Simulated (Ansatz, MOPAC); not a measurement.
Species: acetylene, C₂H₂ (charge 0, singlet). SMILES: C#C
Coordinates optimised at B3LYP-D3(BJ)/def2-TZVP (Ansatz, an electronic-structure program):
```xyz
4

C      0.0000     0.0000    -0.5984
C      0.0000     0.0000     0.5984
H      0.0000     0.0000     1.6611
H      0.0000     0.0000    -1.6611
```

Wanted: vertical ionisation energy to the doublet, in eV. Set-up: frozen cores in correlated levels; no dispersion term unless named; UHF or UKS for open shells; each state is the SCF solution reached for its charge and spin; 6-31G* and kin with 6d, 5d where marked; spin-orbit terms left out; non-relativistic. Ab initio and DFT rows: single points at B3LYP-D3(BJ) geometries (Ansatz). Semi-empirical rows: differences of heats of formation at the shared geometry for vertical values.

| species | coefficient | E at MP2/6-31G* (Ansatz), Eh | E at PBE/def2-TZVPD (Ansatz), Eh | heat of formation at AM1 (MOPAC), kcal/mol |
|---|---|---|---|---|
| charge 1, doublet | +1 | -76.65642 | -76.83133 | 316.67 |
| charge 0, singlet | -1 | -77.06594 | -77.25138 | 54.79 |

Measured values: CCCBDB table in ASE; they hold spin-orbit and core effects.  Value to compare with, the measured value: 11.49 eV. 1 Eh = 27.2114 eV and 1 eV = 23.0605 kcal/mol.

Q: Compute it at each level from the table, and compare with the measured value.

A: 
- MP2/6-31G*: the sum of coefficient times E is 0.40952 Eh, or 11.144 eV. Result: 11.14 eV. Its error against the measured value is -0.35 eV.
- PBE/def2-TZVPD: the sum of coefficient times E is 0.42005 Eh, or 11.430 eV. Result: 11.43 eV. Its error against the measured value is -0.06 eV.
- AM1: the sum of coefficient times heat of formation is 261.88 kcal/mol, or 11.36 eV. Its error against the measured value is -0.13 eV.
